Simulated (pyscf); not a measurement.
SiH₄ + Cl–GeH₃ → H₃Si–GeH₃ + HCl (four-centre exchange; singlet surface; H–Si, Cl–Ge broken, Ge–Si, Cl–H formed). Optimised with ωB97X-D3(BJ)/def2-SVP in PySCF. MP2 and CC: frozen core, UHF for open shells. ΔMP2 is the change of the MP2 total energy from the triple- to the quadruple-zeta basis. Energies in kcal/mol from the separated reactants.

```csv
level,barrier,reaction energy
PBE/def2-TZVP,48.3,+11.3
r²SCAN/def2-TZVP,51.5,+13.0
B3LYP-D3(BJ)/def2-TZVP,53.7,+13.7
PBE0-D3(BJ)/def2-TZVP,50.9,+11.8
M06-2X/def2-TZVP,56.7,+17.5
CCSD(T)/def2-TZVPP,…,+12.5
CCSD(T)/def2-TZVPP + ΔMP2(QZVPP),…,…
```

Problem. Some entries are withheld; supply them.

Solution. 
- CCSD(T)/def2-TZVPP, barrier: 58.8
- CCSD(T)/def2-TZVPP + ΔMP2(QZVPP), barrier: 57.1
- CCSD(T)/def2-TZVPP + ΔMP2(QZVPP), reaction energy: +12.3

At the saddle there is also a short Ge–H contact that neither side keeps. One saddle was located; it need not be the lowest between these sides. The CCSD(T) − MP2 part came from Ansatz, without density fitting, on the same reference. The frozen core leaves the outer d or s,p core shells of the metals and heavy elements correlated in the MP2 and CC values, and def2-TZVPP describes them poorly, which can shift differences by a few kcal/mol. Elements up to Kr have no core potential and no relativistic terms here.
